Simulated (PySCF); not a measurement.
Molecule: `CC(C)(C)C`, C5H12.

Structure with atom numbers: `[CH3:1][C:2]([CH3:3])([CH3:4])[CH3:5]`; H(Xn) means a hydrogen on atom n.

Spin–spin couplings on one PBE0-D3(BJ)/def2-SVP geometry, PySCF 2.14.0 with density-fitted response routines, gas phase, non-relativistic, equivalent pairs averaged (without the spin–dipole term); isotopes ¹³C, ¹H; basis pcJ-1.

Reference values (Hz): ¹J(C1,H(C1)) = 123.3 (measured; Jessen and Sauer, arXiv:2312.00705); ¹J(C1,C2) = 36.9 (measured; Jessen and Sauer, arXiv:2312.00705).

**Question.** How do the couplings (Hz) change with the functional? Times are CPU seconds on 1 thread of an Arm Neoverse V1, shared host.

**Answer.** 
```
functional  functions  ¹J(C1,H(C1))  ¹J(C1,C2)  mean abs. error  core-s
        HF        255         158.1       63.9             30.9      41
       LDA        255         100.1       21.3             19.4      29
       PBE        255         119.9       30.0              5.2      38
       KT2        255         125.7       21.7              8.8      36
     B3LYP        255         131.5       36.1              4.5      38
      PBE0        255         123.7       34.8              1.2      48
     B97-2        255         118.2       33.8              4.1      48
 BHandHLYP        255         141.1       44.5             12.7      52
 CAM-B3LYP        255         128.8       36.3              3.0      67
```

Errors compare magnitudes, without vibrational corrections, and the largest couplings weigh most in the mean. Closest: PBE0; furthest: HF.
